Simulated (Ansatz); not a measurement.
**AsH, singlet: reading a ladder of total energies**

Geometry: a point of a stretch scan, not a stationary point.

```xyz
2

As    0.0000    0.0000    0.0000
H     0.0000    0.0000    2.0970
```

Basis aug-cc-pVDZ; Ansatz 0.2.0. Correlated methods freeze the noble-gas cores and the filled d shells of p-block atoms, which leaves 6 electrons in 31 orbitals. R marks a restricted (for open shells ROHF) determinant. No spin–orbit coupling is included, and no scalar relativity.

Full CI is exact within this basis and frozen core; it isn't the basis-set limit.

The determinant fills πx and πy unequally, so it is a mixture of Σ and Δ, which weighs on every level built on one determinant.

Runs differ by some tens of microhartree through their thresholds, so steps under 0.03 kcal/mol mean nothing.

```csv
level,total energy (hartree)
RHF,-2234.609583
RMP2,-2234.705703
RCCSD,-2234.740417
RCCSD(T),-2234.747484
RCCSDT*,-2234.753137
RCCSDT(Q)*,-2234.754018
full CI,-2234.753828
```

**Question.** What is the correlation energy at full CI, and what share of it do RMP2 and RCCSDT recover?

**Answer.** E(corr) = -2234.753828 − (-2234.609583) = -0.144245 hartree = -3.925 eV. RMP2: -0.096120 / -0.144245 = 66.64 %. RCCSDT: -0.143554 / -0.144245 = 99.52 %.

**Question.** By how many kcal/mol does RCCSD(T) miss full CI (1 hartree = 627.509 kcal/mol), and which steps make up the rest?

**Answer.** -2234.747484 − (-2234.753828) = 0.006344 hartree = 3.98 kcal/mol. Steps: RCCSDT − RCCSD(T) = -3.55, RCCSDT(Q) − RCCSDT = -0.55, full CI − RCCSDT(Q) = 0.12 kcal/mol. With more than one leading determinant such errors change with state and geometry, and needn't cancel in differences.

An asterisk marks runs whose energy the program itself flagged as in doubt.
